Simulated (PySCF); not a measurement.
**Relaxation of singlet Al₂H₆**

Computed with PySCF, PBE0, basis Al def2-TZVP, H def2-TZVP (no relativity, density fitting). A (50,194) grid was used.

A hand-made doubly bridged start, of D2h symmetry, held to at least that symmetry:

```xyz
8
charge 0 multiplicity 1, angstrom
Al    1.1422    0.0000    0.0000
Al   -1.1422    0.0000    0.0000
H     0.0000    1.2249    0.0000
H     0.0000   -1.2249    0.0000
H     1.9322    0.0000    1.3588
H     1.9322    0.0000   -1.3588
H    -1.9322    0.0000    1.3588
H    -1.9322    0.0000   -1.3588
```

Q: What forces act on the atoms at the start (eV/Å)?

A: 
```
atom     Fx     Fy     Fz
 Al1   3.52   0.00   0.00
 Al2  -3.52   0.00   0.00
  H3   0.00  -0.06   0.00
  H4   0.00   0.06   0.00
  H5  -0.10   0.00   0.21
  H6  -0.10   0.00  -0.21
  H7   0.10   0.00   0.21
  H8   0.10   0.00  -0.21
```

Q: What does it relax to?

A: It ends at D2h with Al–H 1.578 Å (×4), Al–H 1.741 Å (×4); Al–H–Al 96.6° (×2), H–Al–H 83.4° (×2), H–Al–H 109.1° (×8), H–Al–H 128.1° (×2). A frequency run shows a minimum. Other isomers or separated fragments may lie lower.

Q: How much energy is released, and in how many steps?

A: 49.7 kJ/mol in 6 steps.

The relaxation took of the order of 30 core-seconds on a shared host.
